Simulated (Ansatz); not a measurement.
Rock-salt BaS was calculated with HSE06-D3(BJ) in Ansatz (plane waves, PAW).

Run with plane-wave cutoff 460 eV, 8×8×8 k mesh, Fermi–Dirac smearing 0.01 eV, scalar-relativistic PAW data made under PBE.

Energies at three volumes about the minimum:

```tsv
V (Å³/atom)	E − E_lowest (meV/atom)
30.572	3.38
31.356	0.00
31.890	1.21
```

Q: Fit a parabola by hand: where is the minimum, what lattice constant follows, and what is the bulk modulus?

A: Slopes: (0.00 − 3.38)/(31.356 − 30.572) = -4.311 and (1.21 − 0.00)/(31.890 − 31.356) = 2.266 meV/Å³. Curvature E″ = 2 × (2.266 − (-4.311))/(31.890 − 30.572) = 9.980 meV/Å⁶. From the middle of the first interval, the slope vanishes at V0 = 30.9640 − (-4.311)/9.980 = 31.396 Å³/atom. B = V0 E″ = 31.396 × 9.980 meV/Å³ × 0.1602 GPa per meV/Å³ = 50.2 GPa. With 8 atoms in the cube, a = (8 × 31.396)^(1/3) = 6.309 Å. The full Birch–Murnaghan fit to all volumes gives V0 = 31.385 Å³/atom and B0 = 49.1 GPa.

Measured, for comparison: lattice constant a 6.389 Å (room temperature, no zero-point or thermal correction; as tabulated in Lucero et al. (2012), arXiv:1111.4515).

Ansatz is a first-principles code.
